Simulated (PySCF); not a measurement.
Bonds broken one at a time in the series B Br-SiH3. Isolated molecules, 0 K electronic values unless said otherwise. Strings in code marks are SMILES.

Method: PBE-D3(BJ)/def2-TZVP // PBE0-D3(BJ)/def2-TZVP (PySCF). 

```csv
species,dipole moment (D)
radical fragment (`Br[B]Br`),…
whole molecule (`[SiH3]B(Br)Br`),0.16
radical fragment (`[SiH3]`),0.03
radical fragment (`[SiH3][B]Br`),0.59
radical fragment (`[SiH3][B][SiH3]`),0.14
whole molecule (`[SiH3]B([SiH3])[SiH3]`),0.07
```

**Question.** Some entries are withheld; supply them.

**Answer.** 
- radical fragment (`Br[B]Br`), dipole moment (D): 0.55
